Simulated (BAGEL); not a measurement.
**HF/6-31G(d) (density fitting with qzvpp-jkfit, spherical functions) run of C3H4ClF (SMILES C/C(Cl)=C/F)**

Aim: the energy change on altering one bond length of C3H4ClF at HF/6-31G* (density fitting with qzvpp-jkfit, spherical functions), from 2 runs. 

The calculation is run with BAGEL 1.2.2.

1 further run of the same task is left out (set aside as unsound or not needed).

## 1. The structure to begin with

The species is C3H4ClF (9 atoms), meant as a singlet with charge 0. SMILES: `C/C(Cl)=C/F`. The coordinates come from a PBE0-D4/def2-TZVP relaxation.

Bond lengths: C1–C2 1.485 Å, C2–Cl3 1.723 Å, C2–C4 1.324 Å, C4–F5 1.329 Å, C1–H6 1.093 Å, C1–H7 1.093 Å, C1–H8 1.092 Å, C4–H9 1.083 Å. Some angles: C1–C2–Cl3 116.4°, C1–C2–C4 123.5°, Cl3–C2–C4 120.1°, C2–C4–F5 123.3°, C2–C1–H6 110.7°, C2–C1–H7 110.7°, C2–C1–H8 110.5°, C2–C4–H9 123.1°, F5–C4–H9 113.6°, H6–C1–H7 107.7°.

## 2. The energy at HF/6-31G(d) (density fitting with qzvpp-jkfit, spherical functions)

The input, job.json:

```json
{ "bagel" : [

{
  "title" : "molecule",
  "basis" : "6-31gs.json",
  "df_basis" : "qzvpp-jkfit",
  "angstrom" : true,
  "geometry" : [
    { "atom" : "C", "xyz" : [   -0.262400,   -1.054600,   -0.407800 ] },
    { "atom" : "C", "xyz" : [    0.365700,    0.109200,    0.268100 ] },
    { "atom" : "Cl", "xyz" : [    1.840500,   -0.196100,    1.104900 ] },
    { "atom" : "C", "xyz" : [   -0.148300,    1.329600,    0.251200 ] },
    { "atom" : "F", "xyz" : [    0.417300,    2.368500,    0.857300 ] },
    { "atom" : "H", "xyz" : [   -0.494700,   -1.841200,    0.314300 ] },
    { "atom" : "H", "xyz" : [    0.413700,   -1.478800,   -1.154200 ] },
    { "atom" : "H", "xyz" : [   -1.186400,   -0.753900,   -0.905100 ] },
    { "atom" : "H", "xyz" : [   -1.071600,    1.574900,   -0.259700 ] }
  ]
},
{ "title" : "hf" },
{ "title" : "print", "file" : "orbitals.molden", "orbitals" : true }

]}
```

The basis set 6-31G* is read from a file made from the Basis Set Exchange's data (not shown).

On the command line:

```
$ BAGEL_NUM_THREADS=1 BAGEL job.json > job.out
```

The program printed:

```text
* using 1 threads per process

  ===============================================================
  ===============================================================

  *** Geometry ***

  { "atom" : "C", "xyz" : [     -0.495864,     -1.992905,     -0.770630 ] },
  { "atom" : "C", "xyz" : [      0.691073,      0.206358,      0.506636 ] },
  { "atom" : "Cl", "xyz" : [      3.478041,     -0.370575,      2.087958 ] },
  { "atom" : "C", "xyz" : [     -0.280246,      2.512580,      0.474699 ] },
  { "atom" : "F", "xyz" : [      0.788583,      4.475816,      1.620062 ] },
  { "atom" : "H", "xyz" : [     -0.934848,     -3.479364,      0.593941 ] },
  { "atom" : "H", "xyz" : [      0.781780,     -2.794527,     -2.181122 ] },
  { "atom" : "H", "xyz" : [     -2.241971,     -1.424665,     -1.710391 ] },
  { "atom" : "H", "xyz" : [     -2.025031,      2.976130,     -0.490762 ] },

  Number of auxiliary basis functions:      502

  Since a DF basis is specified, we compute 2- and 3-index integrals:
    o Being stored without compression. Storage requirement is 0.027 GB

  Number of basis functions:       82
  Number of electrons      :       48

    * METHOD: MOLECULE                             0.23

  *** RHF ***

  === Nuclear Repulsion ===
   215.4625212528

      * DIIS with orbital gradients will be used.

  === RHF iteration (6-31gs.json) ===
      0       -674.69047833          0.01461175           0.07
      1       -674.78770205          0.00753940           0.07
      2       -674.81286260          0.00183393           0.07
      3       -674.81490742          0.00033511           0.07
      4       -674.81498845          0.00010967           0.07
      5       -674.81499954          0.00004388           0.07
      6       -674.81500099          0.00001510           0.07
      7       -674.81500123          0.00000406           0.07
      8       -674.81500125          0.00000187           0.07
      9       -674.81500125          0.00000062           0.07
     10       -674.81500125          0.00000020           0.07
     11       -674.81500125          0.00000010           0.07
     12       -674.81500125          0.00000004           0.07
     13       -674.81500125          0.00000002           0.07
     14       -674.81500125          0.00000001           0.07
    * SCF iteration converged.

    * Permanent dipole moment:
           (    0.860929,     0.405757,     0.632766) a.u.

    * METHOD: HF                                   1.21

    * METHOD: PRINT                                0.01

  ===============================================================
```

Run time: 1.6 s. Hardware: 1 thread of Arm Neoverse V2, shared host; peak memory 0.12 GiB.

## 3. The distorted shape at the same level

The input, job.json:

```json
{ "bagel": [

{
  "title": "molecule",
  "basis": "6-31gs.json",
  "df_basis": "qzvpp-jkfit",
  "angstrom": true,
  "geometry": [
    { "atom": "C", "xyz": [   -2.032126,   -0.688247,   -1.411941 ] },
    { "atom": "C", "xyz": [   -1.404026,    0.475553,   -0.736041 ] },
    { "atom": "Cl", "xyz": [    1.840500,   -0.196100,    1.104900 ] },
    { "atom": "C", "xyz": [   -1.918026,    1.695953,   -0.752941 ] },
    { "atom": "F", "xyz": [   -1.352426,    2.734853,   -0.146841 ] },
    { "atom": "H", "xyz": [   -2.264426,   -1.474847,   -0.689841 ] },
    { "atom": "H", "xyz": [   -1.356026,   -1.112447,   -2.158341 ] },
    { "atom": "H", "xyz": [   -2.956126,   -0.387547,   -1.909241 ] },
    { "atom": "H", "xyz": [   -2.841326,    1.941253,   -1.263841 ] }
  ]
},
{ "title": "hf" },
{ "title": "print", "file": "orbitals.molden", "orbitals": true }

]}
```

The basis set 6-31G* is read from a file made from the Basis Set Exchange's data (not shown).

On the command line:

```
$ BAGEL_NUM_THREADS=1 BAGEL job.json > job.out
```

The program printed:

```text
* using 1 threads per process

  ===============================================================
  ===============================================================

  *** Geometry ***

  { "atom" : "C", "xyz" : [     -3.840162,     -1.300598,     -2.668182 ] },
  { "atom" : "C", "xyz" : [     -2.653225,      0.898665,     -1.390916 ] },
  { "atom" : "Cl", "xyz" : [      3.478041,     -0.370575,      2.087958 ] },
  { "atom" : "C", "xyz" : [     -3.624544,      3.204887,     -1.422852 ] },
  { "atom" : "F", "xyz" : [     -2.555715,      5.168123,     -0.277489 ] },
  { "atom" : "H", "xyz" : [     -4.279145,     -2.787057,     -1.303611 ] },
  { "atom" : "H", "xyz" : [     -2.562518,     -2.102220,     -4.078673 ] },
  { "atom" : "H", "xyz" : [     -5.586269,     -0.732358,     -3.607943 ] },
  { "atom" : "H", "xyz" : [     -5.369328,      3.668437,     -2.388313 ] },

  Number of auxiliary basis functions:      502

  Since a DF basis is specified, we compute 2- and 3-index integrals:
    o Being stored without compression. Storage requirement is 0.027 GB

  Number of basis functions:       82
  Number of electrons      :       48

    * METHOD: MOLECULE                             0.22

  *** RHF ***

  === Nuclear Repulsion ===
   168.0766792204

      * DIIS with orbital gradients will be used.

  === RHF iteration (6-31gs.json) ===
      0       -674.35316473          0.01690238           0.07
      1       -673.95235454          0.02461643           0.07
      2       -674.52149922          0.00845371           0.07
      3       -674.57646980          0.00318139           0.07
      4       -674.58604180          0.00088967           0.07
      5       -674.58719950          0.00031034           0.07
      6       -674.58742588          0.00022840           0.07
      7       -674.58761404          0.00011300           0.07
      8       -674.58773073          0.00008051           0.07
      9       -674.58782989          0.00004485           0.07
     10       -674.58786231          0.00002014           0.07
     11       -674.58786467          0.00000825           0.07
     12       -674.58786516          0.00000478           0.07
     13       -674.58786520          0.00000184           0.07
     14       -674.58786521          0.00000145           0.07
     15       -674.58786521          0.00000059           0.07
     16       -674.58786521          0.00000015           0.07
     17       -674.58786521          0.00000005           0.07
     18       -674.58786521          0.00000002           0.07
     19       -674.58786521          0.00000001           0.07
     20       -674.58786521          0.00000001           0.07
    * SCF iteration converged.

    * Permanent dipole moment:
           (    4.290485,    -0.355604,     2.566124) a.u.

    * METHOD: HF                                   1.62

    * METHOD: PRINT                                0.01

  ===============================================================
```

Run time: 2 s. Hardware: 1 thread of Arm Neoverse V2, shared host; peak memory 0.12 GiB.

## 4. Summary of results

Level: HF/6-31G* (density fitting with qzvpp-jkfit, spherical functions).

| quantity | value |
| --- | --- |
| first shape: total energy | -674.81500 Eh |
| first shape: dipole moment | 2.90 D |
| first shape: HOMO energy | -9.77 eV |
| first shape: LUMO energy | 4.68 eV |
| first shape: HOMO–LUMO gap | 14.45 eV |
| distorted shape: total energy | -674.58787 Eh |
| distorted shape: dipole moment | 12.74 D |
| distorted shape: HOMO energy | -8.50 eV |
| distorted shape: LUMO energy | -3.22 eV |
| distorted shape: HOMO–LUMO gap | 5.28 eV |
| energy change with the C2–Cl3 bond stretched from 1.723 to 3.790 Å | 6.181 eV |

In words: One bond (distorted shape) is far stretched, which a spin-restricted single reference describes badly; a broken-symmetry solution may lie lower. With the C2–Cl3 bond stretched from 1.723 to 3.790 Å the energy rises by 6.18 eV (143 kcal/mol). The first shape isn't relaxed at this level, so the change isn't measured from a minimum. A restricted reference can't describe the breaking bond well at this length.
